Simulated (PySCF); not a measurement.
# CH4LiO−, a complex of two parts: interaction energy

One table from this session's results is given with a row withheld; the runs are named, their logs left out.

Computed with PySCF 2.14.0; each step states its level. No surroundings beyond the atoms listed, unless a continuum is named. Atoms count from 0, parts from 1.

## The system as given

7 atoms, charge -1, multiplicity 1; geometry: GFN2-xTB. Parts: 1 = atoms 0–4, `[Li][CH3]`, charge 0; 2 = atoms 5–6, `[OH-]`, charge -1.

Set-up of the first run:

Job settings and geometry (Å):

```
{"job": {"xc": "PBE0", "basis": "def2-SVPD", "d3": "d3bj", "grid": 2, "kind": "geom"}, "charge": -1, "multiplicity": 1, "parts": [{"atoms": "0-4", "charge": 0, "multiplicity": 1}, {"atoms": "5-6", "charge": -1, "multiplicity": 1}]}
C      0.094089    -0.216935     0.148755
Li    -0.623193     0.649004    -1.622519
H     -0.366910     0.166730     1.076034
H      1.176691    -0.075413     0.316521
H     -0.043806    -1.310481     0.221859
O     -1.173204     1.337248    -3.007192
H     -1.475985     1.740832    -3.816168
```

Command:

```sh
$ OMP_NUM_THREADS=1 python cluster_run.py task.json out
```

The driver reads the jobs from task.json and runs them one after another.

Steps of the session up to this table: Relaxing the molecule at PBE0-D3(BJ)/def2-SVPD; Coupled-cluster interaction energy: CCSD(T) and MP2.

One table of the session follows, with a row left open; its other results are not shown here.

It belongs to the step «Coupled-cluster interaction energy: CCSD(T) and MP2». 

| method | interaction energy (kcal/mol) |
| --- | --- |
| HF/aug-cc-pVDZ | -70.94 |
| MP2/aug-cc-pVDZ | -66.33 |
| CCSD/aug-cc-pVDZ | -67.97 |
| CCSD(T)/aug-cc-pVDZ | -67.25 |
| HF/aug-cc-pVTZ | -72.01 |
| MP2/aug-cc-pVTZ | -68.10 |
| SCS-MP2/aug-cc-pVTZ | ? |
| MP2, extrapolated | -68.39 |
| CCSD(T), limit estimate | -69.32 |

Estimate the missing values for SCS-MP2/aug-cc-pVTZ.

As computed: interaction energy (kcal/mol): -68.06. In the column «interaction energy (kcal/mol)» it lies between MP2/aug-cc-pVTZ (-68.10) and CCSD/aug-cc-pVDZ (-67.97).

In this run the core of Li (1s) is correlated, in a basis without core functions; only the other cores are frozen.

Limits of these values: The interaction energy leaves out the deformation of the parts, 1.82 kcal/mol (MP2); added to the CCSD(T) estimate it gives a binding of about -67.49 kcal/mol.
